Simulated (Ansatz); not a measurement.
Born–Oppenheimer molecular dynamics of CH5AlO (8 atoms, charge 0, multiplicity 1). It starts from a relaxed structure.

Computed with RKS PBE/6-31G* (Ansatz).

```json
{
 "ensemble": "NVE (velocity Verlet)",
 "time step": "0.5 fs",
 "steps asked": "250",
 "starting velocities drawn for": "500 K",
 "seed": "723788"
}
```

Frames 5 fs apart, positions in Å.

Velocities at 35 fs (Å/ps):

```
Al -1.30 1.97 -1.74
C -1.28 -0.15 4.83
H 7.31 -25.40 16.28
H 15.23 3.34 4.28
H -10.63 10.56 6.49
O 1.49 -2.14 -2.90
H -6.26 3.89 8.38
H 20.96 -9.42 -0.43
```

```xyz
8
Properties=species:S:1:pos:R:3 time_fs=35 energy_less_start_eV=0.237 T=196
Al -0.094 0.051 -0.100
C 0.061 -0.065 2.006
H -0.481 -0.923 2.501
H 1.163 -0.111 2.328
H -0.353 0.886 2.433
O 1.248 -0.571 -1.066
H 2.050 -0.942 -0.650
H -1.434 0.599 -0.785
8
Properties=species:S:1:pos:R:3 time_fs=40 energy_less_start_eV=0.245 T=185
Al -0.096 0.056 -0.102
C 0.059 -0.065 2.026
H -0.396 -0.947 2.504
H 1.103 -0.091 2.312
H -0.380 0.856 2.444
O 1.249 -0.578 -1.079
H 2.018 -0.922 -0.586
H -1.352 0.572 -0.833
8
Properties=species:S:1:pos:R:3 time_fs=45 energy_less_start_eV=0.176 T=273
Al -0.086 0.053 -0.090
C 0.055 -0.060 2.017
H -0.369 -0.975 2.459
H 1.140 -0.049 2.311
H -0.431 0.811 2.481
O 1.238 -0.579 -1.088
H 1.966 -0.894 -0.519
H -1.356 0.600 -0.972
8
Properties=species:S:1:pos:R:3 time_fs=50 energy_less_start_eV=0.152 T=305
Al -0.074 0.046 -0.071
C 0.059 -0.051 1.982
H -0.382 -1.013 2.380
H 1.126 0.007 2.296
H -0.489 0.774 2.517
O 1.219 -0.574 -1.087
H 1.933 -0.879 -0.483
H -1.290 0.611 -1.050
8
Properties=species:S:1:pos:R:3 time_fs=55 energy_less_start_eV=0.124 T=341
Al -0.065 0.040 -0.052
C 0.057 -0.041 1.937
H -0.337 -0.994 2.246
H 1.086 0.043 2.290
H -0.516 0.697 2.479
O 1.198 -0.568 -1.075
H 1.932 -0.885 -0.519
H -1.155 0.593 -1.011
8
Properties=species:S:1:pos:R:3 time_fs=60 energy_less_start_eV=0.151 T=307
Al -0.055 0.034 -0.031
C 0.055 -0.029 1.881
H -0.305 -1.088 2.165
H 1.110 0.054 2.299
H -0.602 0.710 2.438
O 1.181 -0.564 -1.056
H 1.982 -0.920 -0.610
H -1.153 0.630 -0.988
8
Properties=species:S:1:pos:R:3 time_fs=65 energy_less_start_eV=0.247 T=184
Al -0.046 0.033 -0.015
C 0.052 -0.027 1.849
H -0.232 -1.025 2.092
H 1.030 0.069 2.264
H -0.627 0.643 2.331
O 1.174 -0.565 -1.039
H 2.011 -0.950 -0.746
H -1.252 0.697 -0.957
8
Properties=species:S:1:pos:R:3 time_fs=70 energy_less_start_eV=0.259 T=169
Al -0.044 0.039 -0.015
C 0.050 -0.030 1.832
H -0.246 -1.110 2.110
H 1.088 0.147 2.284
H -0.724 0.653 2.305
O 1.175 -0.571 -1.029
H 2.042 -0.984 -0.861
H -1.277 0.699 -0.820
8
Properties=species:S:1:pos:R:3 time_fs=75 energy_less_start_eV=0.240 T=192
Al -0.044 0.049 -0.028
C 0.048 -0.043 1.858
H -0.221 -1.043 2.147
H 0.990 0.221 2.270
H -0.713 0.598 2.276
O 1.183 -0.581 -1.030
H 2.041 -1.005 -0.929
H -1.291 0.678 -0.680
8
Properties=species:S:1:pos:R:3 time_fs=80 energy_less_start_eV=0.177 T=273
Al -0.042 0.058 -0.045
C 0.039 -0.055 1.892
H -0.183 -1.100 2.267
H 1.025 0.302 2.347
H -0.763 0.618 2.308
O 1.190 -0.590 -1.042
H 2.045 -1.026 -0.931
H -1.404 0.704 -0.665
8
Properties=species:S:1:pos:R:3 time_fs=85 energy_less_start_eV=0.150 T=307
Al -0.040 0.066 -0.061
C 0.034 -0.062 1.942
H -0.106 -1.071 2.365
H 0.949 0.300 2.378
H -0.767 0.587 2.330
O 1.193 -0.598 -1.063
H 2.037 -1.038 -0.861
H -1.432 0.702 -0.707
8
Properties=species:S:1:pos:R:3 time_fs=90 energy_less_start_eV=0.117 T=349
Al -0.041 0.072 -0.071
C 0.025 -0.066 1.982
H -0.056 -1.069 2.430
H 0.980 0.346 2.425
H -0.805 0.546 2.374
O 1.194 -0.603 -1.092
H 1.992 -1.027 -0.737
H -1.313 0.654 -0.766
```

Of the whole run (125 fs, mean temperature of the second half 256 K): The conserved energy stayed within 0.25 meV per atom of its start (net change 0.13 meV per atom), so the integration is sound. Over the second half the temperature averaged 0.51 of the 500 K drawn at the start: a run that starts near a minimum puts about half its kinetic energy into the potential. A run of 0.12 ps of so small a system gives no equilibrium averages.

Time of the run: 6.1 min on 1 thread of Arm Neoverse V1, with other jobs on the host, peak memory 0.099 GiB.
